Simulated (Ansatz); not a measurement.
hcp Tl was calculated with r²SCAN (PAW; Ansatz, an electronic-structure program).

Numerical settings: plane-wave cutoff 500 eV, 16×10×1 k mesh (along the axes of the cell as run), Fermi–Dirac smearing 0.1 eV, scalar-relativistic PAW data made under PBE.

**Question.** Give the computed surface energy of the (10-10) face and work function of the (10-10) face.

**Answer.** 
* **surface energy of the (10-10) face**: 0.47 J/m²
* **work function of the (10-10) face**: 3.55 eV

The slab of 8 atoms is relaxed and unreconstructed.

Spin–orbit coupling is not included; it can shift volumes and moduli of such heavy elements.

Static lattice: no zero-point or thermal effects.
